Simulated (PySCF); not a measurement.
# Constants of BO⁺, step by step

State: ¹Σ⁺, singlet, closed shell. De refers to B⁺ + O. RHF-based CCSD(T) in PySCF 2.14 with B aug-cc-pVTZ, O aug-cc-pVTZ and B aug-cc-pVQZ, O aug-cc-pVQZ (frozen core orbitals: 2; no relativity). Correlation energies are extrapolated as n⁻³ (n = 3, 4), Hartree–Fock as (n+1)·exp(−9√n). CV is the change on freezing 0 orbitals instead, in B cc-pwCVTZ, O cc-pwCVTZ. SR is the spin-free X2C energy in B cc-pVTZ-DK, O cc-pVTZ-DK less the non-relativistic one in B cc-pVTZ, O cc-pVTZ.

```json
{"Level": "CCSD(T)/TZ", "Re (Å)": "1.2157", "ωe (cm⁻¹)": "1770.4", "ωexe (cm⁻¹)": "10.8", "αe (cm⁻¹)": "0.0182", "De (eV)": "3.364"}
{"Level": "CCSD(T)/QZ", "Re (Å)": "1.2082", "ωe (cm⁻¹)": "1793.3", "ωexe (cm⁻¹)": "11.4", "αe (cm⁻¹)": "0.0187", "De (eV)": "3.540"}
{"Level": "HF/CBS", "Re (Å)": "1.1503", "ωe (cm⁻¹)": "2224", "ωexe (cm⁻¹)": "n/a", "αe (cm⁻¹)": "0.0161", "De (eV)": "0.628"}
{"Level": "MP2/CBS", "Re (Å)": "1.2202", "ωe (cm⁻¹)": "1645", "ωexe (cm⁻¹)": "n/a", "αe (cm⁻¹)": "n/a", "De (eV)": "4.554"}
{"Level": "CCSD/CBS", "Re (Å)": "1.1867", "ωe (cm⁻¹)": "1962.8", "ωexe (cm⁻¹)": "15.0", "αe (cm⁻¹)": "0.0176", "De (eV)": "3.179"}
{"Level": "CCSD(T)/CBS", "Re (Å)": "1.2050", "ωe (cm⁻¹)": "1806.9", "ωexe (cm⁻¹)": "11.7", "αe (cm⁻¹)": "0.0189", "De (eV)": "3.642"}
{"Level": "CCSD(T)/CBS+CV", "Re (Å)": "1.2018", "ωe (cm⁻¹)": "1817.8", "ωexe (cm⁻¹)": "11.9", "αe (cm⁻¹)": "0.0190", "De (eV)": "3.714"}
{"Level": "CCSD(T)/CBS+CV+SR", "Re (Å)": "1.2017", "ωe (cm⁻¹)": "1817.1", "ωexe (cm⁻¹)": "11.8", "αe (cm⁻¹)": "0.0190", "De (eV)": "3.705"}
```

Task: How much is left between CCSD(T)/QZ and the basis-set limit, and how much do the triples give at the limit?

Result: CCSD(T)/CBS less CCSD(T)/QZ: -3.2 mÅ in Re, +13.6 cm⁻¹ in ωe and +0.102 eV in De. CCSD(T)/CBS less CCSD/CBS: +18.3 mÅ in Re, -155.9 cm⁻¹ in ωe and +0.463 eV in De.

Task: What do the later terms add?

Result: CV: -3.2 mÅ in Re, +10.9 cm⁻¹ in ωe and +0.072 eV in De; SR: -0.1 mÅ in Re, -0.7 cm⁻¹ in ωe and -0.009 eV in De, each against the row above.

The T1 diagnostic is 0.051, large enough to doubt a single reference. The open-shell atoms are computed with UHF. Spin–orbit coupling, excitations beyond (T) and corrections to the Born–Oppenheimer picture are left out.

The whole job (state search and all basis sets along the bond) took about 5.1 min on 4 threads of AMD EPYC 7R43 64-Core (shared host), peak memory 7.8 GiB.
